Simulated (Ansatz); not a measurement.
Polycrystal shear modulus (GPa) of 37 elemental metals, computed with LDA (plane waves, PAW; Ansatz, a quantum-chemistry and plane-wave program) and with PBEsol (Ansatz, plane waves, PAW). The set holds measured phases with no doubt noted on the run or the magnetic state but for the caveats below. 6 more of the class have both values but aren't in it, for one of these reasons: built or high-temperature cells, doubts on the run or the magnetic state, unlike cells, values of zero, layered or molecular crystals. Solids without a value at one level (not run, failed, or a magnetic order lost), or held back for tests, aren't counted.

Every twentieth of the way through the set, in order of the shift (worked out from unrounded values):

```tsv
solid	LDA	PBEsol	shift (%)
white tin (β-Sn)	19.1	14.2	-26
bcc Cs	0.79	0.69	-12.9
fcc Ag	41.3	37.0	-10.4
bcc Na	3.34	3.02	-9.6
bcc K	1.38	1.26	-8.6
bcc Ba	6.96	6.40	-8.2
bcc Rb	1.03	0.96	-7.1
hcp Lu	37.9	35.5	-6.3
hcp Sc	36.4	34.1	-6.1
fcc Pt	69.1	65.7	-5.0
hcp Mg	22.2	21.2	-4.4
hcp Be	171	165	-4.0
fcc Sr	6.81	6.57	-3.6
hcp Tc	161	155	-3.5
hcp Re	195	189	-2.8
fcc Au	28.1	27.4	-2.4
fcc Pb	12.7	12.4	-2.1
bcc Li	4.94	5.03	+1.9
hcp Y	26.1	27.1	+3.7
hcp Ti	42.5	47.2	+11.1
hcp Zr	26.3	32.0	+22
```

The shift from LDA to PBEsol has a median of -4.4 %, and eight in ten lie between -10.8 % and +5.2 %; PBEsol is the larger in 7 of 37. Each level is at its own cell, so the shift holds the change of volume too.

Ansatz's runs of these crystals have no spin polarisation, but for bcc Fe, hcp Co, fcc Ni.

Density-functional runs with spin start from parallel moments for bcc Fe, parallel moments for hcp Co, parallel moments for fcc Ni.

Spin–orbit coupling is left out, also for the solids with elements from indium on (fcc Pt, hcp Os, bcc Ba, white tin (β-Sn), double-hcp La, hcp Tl, fcc Ir, hcp Re, bcc Cs, hcp Hf and 3 more); its size isn't shown.

Each level is taken at its own relaxed cell. Ansatz's density-functional and Hartree–Fock values are scalar-relativistic unless marked +SOC, with PAW data made under PBE.
